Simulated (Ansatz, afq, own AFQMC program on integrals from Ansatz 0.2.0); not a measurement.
## CH₃Al, singlet in cc-pVDZ, levels against CCSDT(Q)

```yaml
atoms:
  - { symbol: Al, position_ang: [-0.9099, 0.0079, 0.0061] }
  - { symbol: C, position_ang: [1.5509, -0.0135, -0.0105] }
  - { symbol: H, position_ang: [1.9498, -1.0365, -0.0082] }
  - { symbol: H, position_ang: [1.9691, 0.4970, 0.8671] }
  - { symbol: H, position_ang: [1.9571, 0.4884, -0.8986] }
```

Connectivity, by distances: Al–CH3.

Basis cc-pVDZ. Noble-gas cores (and the filled d shells of Ga–Kr and In–Xe) are frozen. Integrals, coupled cluster, full CI and functionals: Ansatz 0.2.0; the random walks run on the same integrals in our own AFQMC program. ph-AFQMC/CISD is guided by a CISD state made of CCSD amplitudes; releasing the constraint for a short imaginary time cuts its bias at the price of noise, slowly where states lie close. ± is one standard error of the sampling.

Determinant: RHF, the one that the program's search chose, which needn't be the lowest solution. The geometry is a point of a scan.

No full CI on the walks' own integrals is used here; CCSDT(Q) serves as the reference and is uncertain by about the last step of the cluster series.

- T1 diagnostic: 0.0123
- weight of the determinant in the CISD state: 0.864
- size of the correlated space: 10 electrons in 41 orbitals

```json
{"level": "MP2", "correlation energy (eV)": "-5.4014"}
{"level": "CCSD", "correlation energy (eV)": "-6.3193"}
{"level": "CCSD(T)", "correlation energy (eV)": "-6.4979"}
```

Q: Estimate where phaseless AFQMC with the Hartree–Fock trial lies against CCSD(T) on the same integrals.

A: 4.45 ± 1.59 kcal/mol below CCSD(T).

Reference: CCSDT(Q), correlation energy -6.532 eV. The released energy is read at 2.40 1/Eh (meV from the phaseless value at times in 1/Eh: -1 ± 14 at 0.24, 9 ± 13 at 0.51, 33 ± 14 at 0.99, 43 ± 15 at 1.62, 35 ± 18 at 2.40).

```json
{"level": "CCSD(T)", "E − E(reference) (kcal/mol)": "0.78", "share of correlation (%)": "99.48"}
{"level": "CCSDT", "E − E(reference) (kcal/mol)": "0.27", "share of correlation (%)": "99.82"}
{"level": "ph-AFQMC/HF", "E − E(reference) (kcal/mol)": "-3.67 ± 1.59", "share of correlation (%)": "102.44"}
{"level": "ph-AFQMC/CISD", "E − E(reference) (kcal/mol)": "-0.92 ± 0.52", "share of correlation (%)": "100.61"}
{"level": "released AFQMC", "E − E(reference) (kcal/mol)": "-0.12 ± 0.40", "share of correlation (%)": "100.08"}
```

A walk keeps the symmetry of its determinant, which the program's search chose and which needn't be the lowest solution, so a lower state of the same spin and another symmetry isn't excluded. Released energies are given only where the last usable release times agree within the noise; a slower fall can still hide under it.
